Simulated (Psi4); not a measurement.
**C3H2F+ (SMILES Fc1c[cH+]1): a chain of runs**

Wanted: a geometry optimisation (TPSS-D4/def2-SVP), then vibrational wavenumbers of C3H2F+. The job is set up through an ASE script.

The calculation is run with Psi4 1.11.

### Step 1. The structure to begin with

C3H2F+: 6 atoms, total charge +1, spin state singlet. SMILES: `Fc1c[cH+]1`. The coordinates come from a GFN2-xTB relaxation. The run starts from this shape.

Bond lengths: F1–C2 1.251 Å, C2–C3 1.384 Å, C2–C4 1.384 Å, C3–C4 1.382 Å, C3–H5 1.077 Å, C4–H6 1.077 Å. Angles: F1–C2–C3 150.1°, F1–C2–C4 150.0°, C3–C2–C4 59.9°, C2–C3–C4 60.1°, C2–C4–C3 60.1°, C2–C3–H5 150.5°, C4–C3–H5 149.5°, C2–C4–H6 150.6°, C3–C4–H6 149.4°.

### Step 2. A structure relaxation at TPSS-D4/def2-SVP (density fitting) (run 1)

File run_ase.py:

```python
import numpy as np
from ase.calculators.psi4 import Psi4
from ase import Atoms
from ase.optimize import BFGS

a = Atoms(['F', 'C', 'C', 'C', 'H', 'H'], positions=[
    [-0.466690, -1.833010, 0.722760],
    [-0.178030, -0.700530, 0.276220],
    [0.660170, 0.122710, -0.455960],
    [-0.464080, 0.648280, 0.152430],
    [1.540110, 0.265140, -1.059800],
    [-1.091470, 1.497420, 0.364360],
])
calc = Psi4(atoms=a, method='tpss-d4', basis='def2-SVP', memory='1600MB', num_threads=1, charge=1, multiplicity=1, label='calc', reference='rks')
a.calc = calc

opt = BFGS(a)
done = opt.run(fmax=0.01, steps=60)
print('converged:', done)
for s, p in zip(a.symbols, a.positions):
    print(f'{s:2s} {p[0]:12.6f} {p[1]:12.6f} {p[2]:12.6f}')
```

Command:

```sh
$ python run_ase.py
```

calc.dat:

```text
[...]
  Running in c1 symmetry.
[...]
  Nuclear repulsion =  100.554253082110421
[...]
  Multiplicity = 1
[...]
  Nalpha       = 14
  Nbeta        = 14
[...]
    Number of basis functions: 66
[...]
   @DF-RKS iter   1:  -214.71380554759304    3.03686e-01   7.13221e-03 ADIIS/DIIS
[...]
   @DF-RKS iter  11:  -214.83238493907908   -1.87583e-12   2.15430e-09 DIIS
[...]
    Orbital Energies [Eh]
    ---------------------
    Doubly Occupied:
       1A    -24.738506     2A    -10.420384     3A    -10.348779
       4A    -10.348420     5A     -1.452913     6A     -1.158650
       7A     -0.833917     8A     -0.821795     9A     -0.777972
      10A     -0.722900    11A     -0.709013    12A     -0.632492
      13A     -0.609209    14A     -0.575401
[...]
  @DF-RKS Final Energy:  -214.83238493907908
   => Energetics <=
    Nuclear Repulsion Energy =            100.5542530821104208
    One-Electron Energy =                -483.8841092757517117
    Two-Electron Energy =                 195.6073304895607521
    DFT Exchange-Correlation Energy =     -27.1065098473386428
    Empirical Dispersion Energy =          -0.0033493876599158
    VV10 Nonlocal Energy =                  0.0000000000000000
    Total Energy =                       -214.8323849390790770
[...]
 Multipole Moments:
 ------------------------------------------------------------------------------------
     Multipole            Electronic (a.u.)      Nuclear  (a.u.)        Total (a.u.)
 ------------------------------------------------------------------------------------
 L = 1.  Multiply by 2.5417464519 to convert [e a0] to [Debye]
 Dipole X            :         -0.6590832            1.0100317            0.3509485
 Dipole Y            :         -2.5886533            3.9671809            1.3785276
 Dipole Z            :          1.0209571           -1.5646147           -0.5436576
 Magnitude           :                                                    1.5228483
[...]
  -Total Gradient:
     Atom            X                  Y                   Z
    ------   -----------------  -----------------  -----------------
       1        0.000000645241    -0.000013261940     0.000001073603
       2       -0.000008806434     0.000006273540     0.000006969468
       3        0.000004820578     0.000005058378    -0.000011339155
       4        0.000020363347     0.000025210968    -0.000012162866
       5       -0.000007804497     0.000019003847     0.000003195435
       6        0.000002855101     0.000004987658    -0.000006436036
[...]
```

The script printed:

```text
Step     Time          Energy          fmax
BFGS:    0 hh:mm:ss    -5845.857578        1.632214
BFGS:    1 hh:mm:ss    -5845.836687        2.870739
BFGS:    2 hh:mm:ss    -5845.883776        0.222613
BFGS:    3 hh:mm:ss    -5845.885314        0.131085
BFGS:    4 hh:mm:ss    -5845.886033        0.065104
BFGS:    5 hh:mm:ss    -5845.886186        0.056540
BFGS:    6 hh:mm:ss    -5845.886494        0.059113
BFGS:    7 hh:mm:ss    -5845.886729        0.068635
BFGS:    8 hh:mm:ss    -5845.886913        0.042046
BFGS:    9 hh:mm:ss    -5845.886954        0.011380
BFGS:   10 hh:mm:ss    -5845.886957        0.001780
converged: True
F     -0.470138    -1.846528     0.728249
C     -0.178474    -0.700927     0.276470
C      0.658121     0.108078    -0.451588
C     -0.468726     0.635577     0.158286
H      1.547274     0.284657    -1.068690
H     -1.088293     1.518182     0.357669
```

Run time: 1.8 min. Hardware: 1 thread of Intel Xeon Platinum 8375C at 2.90GHz (Ice Lake), shared host; peak memory 0.97 GiB.

Steps, from the record of the run:

```
step  energy from the first frame kept (eV)  largest force (eV/Å)
   0                                 0.0000                1.6322
   1                                 0.0209                2.8707
   2                                -0.0262                0.2226
   3                                -0.0277                0.1311
   4                                -0.0285                0.0651
   5                                -0.0286                0.0565
   6                                -0.0289                0.0591
   7                                -0.0292                0.0686
   8                                -0.0293                0.0420
   9                                -0.0294                0.0114
  10                                -0.0294                0.0018
```

After the run. Bond lengths: F1–C2 1.266 Å, C2–C3 1.373 Å, C2–C4 1.373 Å, C3–C4 1.386 Å, C3–H5 1.097 Å, C4–H6 1.097 Å. Angles: F1–C2–C3 149.7°, F1–C2–C4 149.7°, C3–C2–C4 60.6°, C2–C3–C4 59.7°, C2–C4–C3 59.7°, C2–C3–H5 152.6°, C4–C3–H5 147.8°, C2–C4–H6 152.5°, C3–C4–H6 147.8°.

### Step 3. The harmonic vibrations at TPSS-D4/def2-SVP (density fitting) (run 2)

File run.py:

```python
import numpy as np
from ase.calculators.psi4 import Psi4
from ase import Atoms
from ase.vibrations import Vibrations

atoms = Atoms(['F', 'C', 'C', 'C', 'H', 'H'], positions=[
    [-0.467669, -1.836899, 0.724490],
    [-0.176005, -0.691298, 0.272711],
    [0.660590, 0.117708, -0.455347],
    [-0.466258, 0.645206, 0.154527],
    [1.549743, 0.294287, -1.072448],
    [-1.085824, 1.527812, 0.353910],
])
calc = Psi4(atoms=atoms, method='tpss-d4', basis='def2-SVP', memory='1600MB', num_threads=1, charge=1, multiplicity=1, label='calc')
atoms.calc = calc

vib = Vibrations(atoms, delta=0.005)
vib.run()
vib.summary()
```

Command:

```sh
$ python run.py
```

calc.dat:

```text
[...]
  Running in c1 symmetry.
[...]
  Nuclear repulsion =  100.550873880313063
[...]
  Multiplicity = 1
[...]
  Nalpha       = 14
  Nbeta        = 14
[...]
    Number of basis functions: 66
[...]
   @DF-RKS iter   1:  -214.71382547796907    3.03497e-01   7.13161e-03 ADIIS/DIIS
[...]
   @DF-RKS iter  11:  -214.83238333317843   -4.80327e-12   1.83951e-09 DIIS
[...]
    Orbital Energies [Eh]
    ---------------------
    Doubly Occupied:
       1A    -24.738485     2A    -10.420311     3A    -10.348810
       4A    -10.348451     5A     -1.452891     6A     -1.158632
       7A     -0.833875     8A     -0.821746     9A     -0.777811
      10A     -0.722878    11A     -0.708940    12A     -0.632570
      13A     -0.609192    14A     -0.575302
[...]
  @DF-RKS Final Energy:  -214.83238333317843
   => Energetics <=
    Nuclear Repulsion Energy =            100.5508738803130626
    One-Electron Energy =                -483.8784580264867827
    Two-Electron Energy =                 195.6047709246828106
    DFT Exchange-Correlation Energy =     -27.1062207981019405
    Empirical Dispersion Energy =          -0.0033493135856063
    VV10 Nonlocal Energy =                  0.0000000000000000
    Total Energy =                       -214.8323833331784272
[...]
 Multipole Moments:
 ------------------------------------------------------------------------------------
     Multipole            Electronic (a.u.)      Nuclear  (a.u.)        Total (a.u.)
 ------------------------------------------------------------------------------------
 L = 1.  Multiply by 2.5417464519 to convert [e a0] to [Debye]
 Dipole X            :         -0.6592666            1.0100309            0.3507642
 Dipole Y            :         -2.5885101            3.9671818            1.3786717
 Dipole Z            :          1.0180759           -1.5600095           -0.5419336
 Magnitude           :                                                    1.5223217
[...]
  -Total Gradient:
     Atom            X                  Y                   Z
    ------   -----------------  -----------------  -----------------
       1       -0.000018737203    -0.000001572022    -0.000011593460
       2        0.000029496821     0.000045233535     0.000116302026
       3        0.000059346401    -0.000042939122     0.000094006585
       4        0.000313563832    -0.000410616322    -0.000549341698
       5       -0.000020692934     0.000008361503    -0.000011525008
       6       -0.000350831164     0.000449052642     0.000343659227
[...]
```

On the terminal:

```text
---------------------
  #    meV     cm^-1
---------------------
  0    1.1i      8.5i
  1    0.3i      2.4i
  2    0.2i      1.5i
  3    0.1       0.5
  4    0.3       2.1
  5    0.5       4.1
  6   58.3     470.4
  7   58.6     472.4
  8  104.1     839.8
  9  108.5     874.9
 10  123.7     997.3
 11  123.7     998.1
 12  126.0    1016.2
 13  168.7    1360.6
 14  173.4    1398.2
 15  232.6    1875.9
 16  397.3    3204.7
 17  401.0    3234.2
---------------------
Zero-point energy: 1.038 eV
```

It took 5.8 min on 1 thread of Intel Xeon Platinum 8375C at 2.90GHz (Ice Lake), shared host; peak memory 1.5 GiB.

### Step 4. Outcome

| quantity | value |
| --- | --- |
| run 1, TPSS-D4/def2-SVP: total energy at the end | -214.83238 Eh |
| run 1, TPSS-D4/def2-SVP: HOMO energy | -15.66 eV |
| run 1, TPSS-D4/def2-SVP: LUMO energy | -9.23 eV |
| run 1, TPSS-D4/def2-SVP: HOMO–LUMO gap | 6.43 eV |
| run 1, TPSS-D4/def2-SVP: dispersion energy | -8.79 kJ/mol |

In words: The optimisation (run 1, TPSS-D4/def2-SVP) took 10 steps and changed the energy by -0.029 eV.
